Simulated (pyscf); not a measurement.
This saddle point was located with ωB97X-D3(BJ)/def2-SVP in PySCF.

```xyz
7

O      1.5293     1.7038    -0.6127
Sn     0.2962     0.4071    -0.2353
O      0.6490    -1.5603    -0.1779
O     -1.6012     0.5571     0.2122
H     -0.5193    -2.2426    -0.1399
H     -1.9996    -0.2972     0.4244
H     -1.3465    -2.4113    -0.1592
```
Charge 0, spin multiplicity 2.

Surface: doublet, charge 0. Lowest wavenumbers (cm⁻¹): 955i, 43, 154, 162, 188.

### Question
Which two sides does it connect, and which bonds change?

### Answer
O=Sn(OH)–OH (SMILES [O]=[Sn]([OH])[OH]) + H• (SMILES [H]) <-> •O–Sn(=O)–OH (SMILES [O][Sn](=[O])[OH]) + H₂ (SMILES [H][H]), a hydrogen abstraction read from left to right: H–O broken and H–H formed. At ωB97M-D3(BJ)/def2-TZVP it lies +0.88 eV from the left side and +0.19 eV from the right (each side as separated species at their lowest minima found). The same reactants have a lower exit, to [O=Sn–OH]• + H₂O (barrier +0.35 eV at ωB97M-D3(BJ)/def2-TZVP, against +0.88 eV here). One saddle was located; it need not be the lowest between these sides. The angle at the transferred H is 161°. Elements past Kr carry the def2 core potentials, without spin-orbit coupling.
